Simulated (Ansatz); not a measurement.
H3OSi, SMILES `O[SiH2]` radical from Hartree–Fock to CCSD(T)

```xyz
5

O     0.594    0.950    0.100
Si   -0.458   -0.247   -0.339
H     1.503    0.864   -0.191
H     0.077   -1.598    0.023
H    -1.715    0.031    0.406
```

Charge 0, multiplicity 2. Geometry: relaxed with PBE0-D4/def2-TZVP. Frozen core, unrestricted reference, Ansatz 0.2.0. CBS rows extrapolate triple and quadruple zeta.

```csv
basis,HF (Eh),MP2 corr.,CCSD corr.,(T),CCSD(T) total
def2-SVP,-365.37812,-0.27393,-0.29743,-0.00598,-365.68153
def2-TZVPP,-365.58632,-0.35002,-0.37080,-0.01213,-365.96925
def2-QZVPP,-365.59969,-0.37823,-0.39503,-0.01404,-366.00876
CBS(def2),-365.60153,-0.39912,-0.41297,-0.01546,-366.02996
cc-pV(D+d)Z,-365.53993,-0.27538,-0.29936,-0.00622,-365.84551
cc-pV(T+d)Z,-365.58710,-0.35084,-0.37131,-0.01222,-365.97063
cc-pV(Q+d)Z,-365.59801,-0.37864,-0.39549,-0.01401,-366.00751
CBS(cc),-365.60129,-0.39843,-0.41271,-0.01529,-366.02929
```
